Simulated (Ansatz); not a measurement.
Compare A (`CC1(O)C=C1`) with its isomer B (`C=CCC=O`).

Isolated molecules relaxed with PBE0-D4/def2-TZVP in Ansatz; ΔE leaves out vibrations. CCSD(T)/CBS is the MP2 limit (def2-TZVPP, def2-QZVPP) plus CCSD(T) − MP2 in def2-TZVPP, frozen cores. DFT in def2-TZVPP. B3LYP here is the variant with VWN-RPA as its local correlation; programs differ in this. Each species was taken in one conformer, which may not be the lowest.

(1) Which isomer does CCSD(T)/CBS put lower? Give the gap. (Best estimate.)

(2) Give E(B) − E(A) in kcal/mol with r2SCAN-D4, ωB97M-V, B3LYP, HF/def2-TZVPP, MP2/def2-TZVPP, B2PLYP, CCSD(T)/def2-TZVPP. (Estimate.)

Largest T1 diagnostic: 0.013.

## Answers

(1) Computed: B, by 33.9 kcal/mol.

(2) Computed: r2SCAN-D4 -33.3, ωB97M-V -33.5, B3LYP -37.6, HF/def2-TZVPP -42.1, MP2/def2-TZVPP -32.2, B2PLYP -36.6, CCSD(T)/def2-TZVPP -35.5. None reverses the order clearly.

From PBE to PBE0 (25 % exact exchange), in def2-TZVPP and without D4, E(B) − E(A) moves by +1.0 kcal/mol. In def2-TZVPP, CCSD(T) changes the Hartree–Fock value by +6.6 kcal/mol (the triples alone add +0.4 kcal/mol) and MP2 by +9.9 kcal/mol.
